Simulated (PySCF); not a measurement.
## Mayer bond orders and bond lengths

Compound: difluorosilane, F2H2Si.
SMILES with atom numbers: `[F:1][SiH2:2][F:3]` (hydrogens: H4, H5 on Si2)

Geometry (PBE0-D3(BJ)/def2-SVP, Å), atoms numbered from 1 in this order:
```
atom  x, y, z in Å
F1    -1.2565   -0.9414   -0.1199
Si2    0.0004    0.0607    0.0002
F3     1.3449   -0.8201   -0.1168
H4    -0.0268    0.6962    1.3362
H5    -0.0447    1.0103   -1.1342
```

Bond orders from the PBE0/pcSseg-1 density (PySCF). Isolated species at its PBE0-D3(BJ)/def2-SVP geometry, gas phase.

Question: Where do the orders between heavy atoms depart from those drawn in the SMILES?

Answer: The largest departure is 0.060, at F1–Si2 (drawn single, 0.940) and Si2–F3 (drawn single, 0.940).

Question: Give the Mayer order of every bond, beside its length.

Answer: 
```csv
bond,drawn as,length (Å),Mayer order
F1–Si2,single,1.612,0.940
Si2–F3,single,1.612,0.940
Si2–H4,single,1.480,0.904
Si2–H5,single,1.480,0.904
```

Question: Sum the orders of all bonds at each heavy atom with more than one neighbour and set the sums beside the valence in the SMILES.

Answer: Si2 3.688 (drawn 4). Orders between atoms that aren't bonded are not in these sums.

For a closed shell the Mayer order of atoms A and B is Σ (PS)μν (PS)νμ over the basis functions μ on A and ν on B, with P the density and S the overlap matrix.

These values come from a run that also computed NMR shieldings. The run took about 1.9 s of CPU time (one thread, shared machine).
